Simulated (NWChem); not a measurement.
pyrazine (C₄H₄N₂); SMILES c1cnccn1

```xyz
10

C      1.1347    -0.6965     0.0000
C      1.1322     0.7006     0.0000
N     -0.0025     1.4092     0.0000
C     -1.1347     0.6965     0.0000
C     -1.1322    -0.7006     0.0000
N      0.0025    -1.4092     0.0000
H      2.0697    -1.2538     0.0000
H      2.0652     1.2612     0.0000
H     -2.0697     1.2538     0.0000
H     -2.0652    -1.2612     0.0000
```
Atoms are numbered in this order, from 1.

Computed with NWChem. Pople sets run with spherical d functions. Coordinates come from a B3LYP/6-31G* (spherical d) optimisation. Level: B3LYP/6-31G* with SMD (1 M gas to 1 M solution), gas-phase geometry.

Predict the results for solvent toluene. Quantities: solvation free energy (kcal/mol); cavity-dispersion-structure term (kcal/mol).


```json
{
 "solvation free energy (kcal/mol)": "-4.3",
 "cavity-dispersion-structure term (kcal/mol)": "-1.1"
}
```
